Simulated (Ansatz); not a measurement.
**Property card for Cl**

Method: DFT PBE, scalar-relativistic, plane waves, PAW in Ansatz.

Cutoff 420 eV; k points 8×8×4 on the computed 4-atom cell (Γ-centred); Gaussian smearing, width 0.02 eV; no spin polarisation.

The structure is relaxed at this level of theory with its symmetry kept.

```cif
data_structure
_symmetry_space_group_name_H-M 'Cmce'
_symmetry_Int_Tables_number 64
_cell_length_a 7.9033
_cell_length_b 4.2901
_cell_length_c 8.3419
_cell_angle_alpha 90.000
_cell_angle_beta 90.000
_cell_angle_gamma 90.000
_cell_volume 282.84
loop_
_atom_site_label
_atom_site_type_symbol
_atom_site_symmetry_multiplicity
_atom_site_Wyckoff_symbol
_atom_site_fract_x
_atom_site_fract_y
_atom_site_fract_z
_atom_site_occupancy
Cl1 Cl 8 f 0.50000 0.11337 0.60651 1
```

| Item | Value |
| --- | --- |
| Space group | Cmce (No. 64) |
| Volume per atom | 238.6 bohr³ |
| Formation energy from the elements' standard states (uncorrected) | -0.054 eV/atom |
| Kohn–Sham band gap | 2.29 eV, direct at Γ |
| Löwdin character of the top 1 eV of the valence band | Cl 3p 99 % |
| Löwdin character of the lowest 1 eV of the conduction band | Cl 3p 92 % |
| Electron masses at the edge by Cartesian direction of the standard setting (m_e; degenerate bands sorted by energy; no spin-orbit coupling) | x: 11; y: 5.1; z: 1.5 |
| Hole masses at the edge by Cartesian direction of the standard setting (m_e; degenerate bands sorted by energy; no spin-orbit coupling) | x: 23; y: 3.2; z: 2.7 |
| Bader charges (e) | Cl (4 in the cell) 0.00 |

Each cell of Cl holds molecules, and where no dispersion correction was added their binding is poorly described.